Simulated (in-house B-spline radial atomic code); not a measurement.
## RPA and G0W0 on LDA exchange-only: Ne

Configuration [He] 2s2 2p6, mean-field start LDA exchange-only. Computed with a B-spline radial code for spherical atoms: all electrons, non-relativistic, point nucleus, each spin shell either full or empty, empty states to l = 9 with an (l + 1/2)⁻⁴ tail; G0W0 by contour deformation at full frequency.

Command:
```bash
python run_gw.py task.json out
```
Settings (radii: box in bohr, nucleus in fm):
```
Z                        10
electrons                10
configuration            [He] 2s2 2p6
hamiltonian              nr
method                   lda,
lmax                     9
spin_polarised           False
box_radius               40
intervals                51
```

Run time, properties included: 1 s on 1 thread of Arm Neoverse N1, on a shared host.

Energies (hartree):

| term | value |
| --- | --- |
| mean-field total | -127.49074 |
| Hartree-Fock functional on these orbitals | -128.52753 |
| direct second order | -0.76598 |
| second-order exchange | 0.26602 |
| SOSEX correction | 0.22709 |

Problem. What is the RPA correlation energy, and what remains with SOSEX?

Solution. RPA gives -0.61034 hartree (-1.66 eV per electron); RPA + SOSEX gives -0.38325, and the second-order doubles -0.49996 hartree (no singles). SOSEX takes back 37 % of the RPA value.

Quasi-particle levels (eV):

| level | occupied | mean field | Σx - vxc | Σc | QP weight | G0W0 |
| --- | --- | --- | --- | --- | --- | --- |
| 2p | yes | -12.056 | -12.32 | ? | ? | ? |

G0W0 = mean field + (Σx - vxc) + Σc, with Σc (partial-wave tail included) taken at the quasi-particle energy. Levels of low weight are left out.

Problem. Where does G0W0 put 2p?

Solution. At -20.660 eV, with Σc = 3.72 eV and a quasi-particle weight of 0.760. The tabulated removal energy is 21.565 eV (NIST, measured).
